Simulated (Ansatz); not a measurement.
The input, for Ansatz 0.2.0:

```yaml
crystal:
  periodic: [false, false, false]
  atoms:
    - {symbol: Cl, position_ang: [0.000000, 0.000000, 0.000000]}
    - {symbol: H, position_ang: [0.000000, 0.000000, 1.279978]}
basis:
  gaussian: {orbitals: 6-31G}
magnetization: {spin_polarized: false}
correlation: {method: ccsdt_q, electrons: outside_noble_gas}
```

```sh
$ ansatz run in.yaml --threads 1 --pin off --events-out ev --progress --plain --max-ram 5120MiB --backend cpu
```

Log:

```
271 factors; integrals over basis functions are off by at most 1.1e-7 eV
mean field evaluation 1: about -12517.7711 eV, gradient 1.1e1 eV
mean field evaluation 2: about -12517.7710 eV, gradient 1.1e1 eV
mean field evaluation 4: about -12518.2443 eV, gradient 4.7e-1 eV
mean field evaluation 8: about -12518.2455 eV, gradient 4.5e-7 eV
mean field evaluation 16: about -12518.2454 eV, gradient 8.4e-2 eV
mean field -12518.24547757 eV, -460.0370361290 hartree, gradient 5.5e-7 eV, S^2 0.000000; 0 other end points of the search recorded, 0 dependent functions left out
5 core orbitals not correlated: weight in the atoms' cores, before any rotation towards them, 1.000 or more for the frozen orbitals, at most 0.000 for the correlated occupied ones
reference -12518.24547757 eV, -460.0370361290 hartree; 4, 4 occupied and 6, 6 virtual orbitals, 271 factors
second order -1.30744723 eV of doubles, -0.00000000 eV of singles
cycle   1  -1.49298936 eV  change   -1.9e-1 eV  update   3.3e-2
cycle   2  -1.57232904 eV  change   -7.9e-2 eV  update   1.1e-2
cycle   3  -1.58233622 eV  change   -1.0e-2 eV  update   2.5e-3
cycle   4  -1.58234587 eV  change   -9.7e-6 eV  update   4.9e-4
cycle   5  -1.58217825 eV  change    1.7e-4 eV  update   1.1e-4
cycle   6  -1.58216365 eV  change    1.5e-5 eV  update   2.5e-5
cycle   7  -1.58216988 eV  change   -6.2e-6 eV  update   4.5e-6
cycle   8  -1.58217067 eV  change   -7.9e-7 eV  update   9.6e-7
perturbative correction -0.00049896 eV, -0.0000183366 hartree
Total energy: -12519.82814719 eV, -460.0951981651 hartree
```

For the same geometry and basis full CI lies 0.1 meV lower.

Ran on 1 thread of AMD EPYC 7R13, shared host: 0.34 s wall, 0.1 GiB peak host memory.
